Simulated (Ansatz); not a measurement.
## HCl, singlet: cost against accuracy

Geometry (MP2(full)/6-31G*, from the G2/97 set):

```xyz
2

Cl    0.0000    0.0000    0.0000
H     0.0000    0.0000    1.2800
```

Measured, as an electronic atomization energy: 106.5 kcal/mol (G2/97 heats of formation of molecule and atoms, with zero-point and thermal terms from B3LYP taken off; Curtiss et al., J. Chem. Phys. 106, 1063 (1997), Staroverov et al., J. Chem. Phys. 119, 12129 (2003)). The measured value holds scalar relativity and spin–orbit coupling, which all computed ones lack, and core correlation, which the wave-function levels lack. Atoms are taken at the same level; beside RHF, RMP2 and RCC rows they are unrestricted. Truncated CI is not size-consistent. The atoms' steps beyond CCSDT(Q) are taken from restricted open-shell runs, which share full CI's core. Ansatz 0.2.0; the 6-31G* set has Cartesian d functions; a miss is computed less measured; times are wall times on shared hosts and scatter by a factor of two or so. A small miss in a small set is a cancellation of the method's error against the basis error.

| level | basis | miss (kcal/mol) | time of the run | hardware |
| --- | --- | --- | --- | --- |
| RHF | STO-3G | -27.2 | 0.06 s | 1 CPU thread |
| RMP2 | STO-3G | -19.1 | – | – |
| RCCSDT(Q) | STO-3G | -15.1 | 0.12 s | 1 CPU thread |
| RCCSDTQ | STO-3G | -15.1 | 0.21 s | 1 CPU thread |
| full CI | STO-3G | -15.1 | 0.06 s | 1 CPU thread |
| PBE | STO-3G | 3.8 | 0.12 s | 1 CPU thread |
| r2SCAN | STO-3G | 2.5 | 0.3 s | 1 CPU thread |
| B3LYP | STO-3G | 1.7 | 0.16 s | 1 CPU thread |
| B2PLYP | STO-3G | -5.4 | 0.15 s | 1 CPU thread |
| RMP2 | 6-31G | -32.0 | – | – |
| RCCSD(T) | 6-31G | -29.2 | 0.15 s | 1 CPU thread |
| MRCISD+Q (valence space) | 6-31G | -29.3 | 0.36 s | 1 CPU thread |
| PBE | 6-31G | -14.1 | 0.19 s | 1 CPU thread |
| r2SCAN | 6-31G | -14.7 | 0.36 s | 1 CPU thread |
| RHF | 6-31G* | -35.1 | 0.09 s | 1 CPU thread |
| RMP2 | 6-31G* | -17.5 | – | – |
| RCCSDT(Q) | 6-31G* | -16.8 | 0.43 s | 1 CPU thread |
| RCCSDTQ | 6-31G* | -16.8 | 1.8 s | 1 CPU thread |
| wB97M-V | 6-31G* | -3.9 | 0.71 s | 1 CPU thread |
| B2PLYP | 6-31G* | -10.4 | 0.25 s | 1 CPU thread |
| RHF | cc-pV(D+d)Z | -30.6 | 0.15 s | 1 CPU thread |
| RCCSD(T) | cc-pV(D+d)Z | -7.2 | 0.22 s | 1 CPU thread |
| RCCSDT(Q) | cc-pV(D+d)Z | -7.2 | 0.73 s | 1 CPU thread |
| B3LYP | cc-pV(D+d)Z | -3.5 | 0.24 s | 1 CPU thread |
| wB97M-V | cc-pV(D+d)Z | -0.2 | 0.6 s | 1 CPU thread |
| B2PLYP | cc-pV(D+d)Z | -5.0 | 0.28 s | 1 CPU thread |
| RHF | cc-pV(T+d)Z | -29.6 | 0.18 s | 1 CPU thread |
| RCCSD(T) | cc-pV(T+d)Z | -2.0 | 0.79 s (with forces) | 1 CPU thread |
| RCCSDT(Q) | cc-pV(T+d)Z | -2.0 | 5.5 s | 1 CPU thread |
| MRCISD+Q (valence space) | cc-pV(T+d)Z | -2.4 | 0.82 s | 1 CPU thread |
| PBE | cc-pV(T+d)Z | -0.2 | 0.34 s | 1 CPU thread |
| r2SCAN | cc-pV(T+d)Z | -0.3 | 0.64 s (with forces) | 1 CPU thread |
| B3LYP | cc-pV(T+d)Z | -1.6 | 0.27 s | 1 CPU thread |
| B2PLYP | cc-pV(T+d)Z | -1.8 | 0.46 s | 1 CPU thread |
| RMP2 | cc-pV(Q+d)Z | 0.4 | – | – |
| RCCSD(T) | cc-pV(Q+d)Z | -0.1 | 1.3 s | 1 CPU thread |
| MRCISD+Q (valence space) | cc-pV(Q+d)Z | -0.6 | 1.8 s | H100 + 2 CPU threads |
| PBE | cc-pV(Q+d)Z | 0.0 | 0.36 s | 1 CPU thread |
| r2SCAN | cc-pV(Q+d)Z | -0.2 | 0.88 s | 1 CPU thread |
| B2PLYP | cc-pV(Q+d)Z | -1.1 | 0.91 s | 1 CPU thread |

HF's time is that of a plain UHF run. A dash: the level came out of a higher level's run.

A composite of the best parts (restricted reference, at this geometry, which isn't the minimum of the high levels):

| part | kcal/mol |
| --- | --- |
| Hartree–Fock limit (T, Q; exp(−5.46 √X)) | 77.01 |
| CCSD(T) correlation limit (T, Q; X⁻³) | 30.60 |
| CCSDT − CCSD(T) (QZ) | -0.12 |
| (Q) (QZ) | 0.11 |
| CCSDTQ − CCSDT(Q) (DZ) | 0.00 |
| full CI − CCSDTQ (DZ) | 0.01 |
| sum | 107.6 |
| sum less measured | 1.1 |
